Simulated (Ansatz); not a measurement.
# C3H2FN: small, medium and large basis sets

The task here is to estimate one member of a computed series from the others.

Program: Ansatz 0.2.0, Gaussian basis. Level of theory: one geometry, several basis sets. These are calculated values, not measurements.

Plan: PBE0-D4/def2-SVP; ωB97M-V/def2-SVP; PBE0-D4/def2-QZVPP; ωB97M-V/def2-QZVPP; the functionals' def2-TZVPP values are taken from earlier runs.

### The geometry

An earlier PBE0-D4 in a triple-zeta def2 set relaxation fixed the geometry.

7 atoms, charge 0, spin multiplicity 1.

Atoms are counted from 1 here; the program's logs count them from 0.

Bond lengths: F1–C2 1.306 Å, C2–C3 1.376 Å, C3–N4 1.263 Å, C3–C5 1.512 Å, N4–C5 1.462 Å, C5–H6 1.086 Å, C5–H7 1.087 Å. Angles: F1–C2–C3 116.9°, C2–C3–N4 160.8°, C2–C3–C5 121.4°, N4–C3–C5 62.8°, C3–N4–C5 66.9°, C3–C5–N4 50.2°, C3–C5–H6 116.5°, C3–C5–H7 118.1°, N4–C5–H6 119.2°, N4–C5–H7 117.3°, H6–C5–H7 118.0°.

The first run:

Contents of in.yaml:

```yaml
crystal:
  periodic: [false, false, false]
  atoms:
    - {symbol: F, position_ang: [-2.425385, -0.087214, -0.038744]}
    - {symbol: C, position_ang: [-1.354839, -0.659086, 0.442998]}
    - {symbol: C, position_ang: [-0.208675, -0.573554, -0.314158]}
    - {symbol: N, position_ang: [0.941950, -0.826381, -0.769376]}
    - {symbol: C, position_ang: [0.901666, 0.388266, 0.042524]}
    - {symbol: H, position_ang: [0.882305, 1.355758, -0.451009]}
    - {symbol: H, position_ang: [1.324280, 0.334211, 1.042165]}
basis:
  gaussian: {orbitals: def2-SVP}
hamiltonian: {xc: pbe0, dispersion: d4}
output: {orbitals: {seedname: orbitals}}
```

On the command line:

```bash
$ ansatz run in.yaml --threads 2 --pin off --events-out ev --progress --plain --max-ram 4352MiB
```

Steps of the session up to this table: PBE0-D4 in def2-SVP; ωB97M-V in def2-SVP; PBE0-D4 in def2-QZVPP; ωB97M-V in def2-QZVPP.

One of the session's tables, all rows but one given; the rest of the session is left out.

```
functional       basis  HOMO (eV)  LUMO (eV)
   PBE0-D4    def2-SVP      -7.29      -2.57
   PBE0-D4  def2-TZVPP      -7.43      -2.62
   PBE0-D4  def2-QZVPP      -7.46      -2.66
   ωB97M-V    def2-SVP      -9.55      -0.27
   ωB97M-V  def2-TZVPP      -9.73      -0.39
   ωB97M-V  def2-QZVPP          ?          ?
```

Q: Estimate the row for ωB97M-V, def2-QZVPP from the others.

**Answer.** HOMO (eV): -9.76; LUMO (eV): -0.45. In the column «HOMO (eV)» it is the lowest.
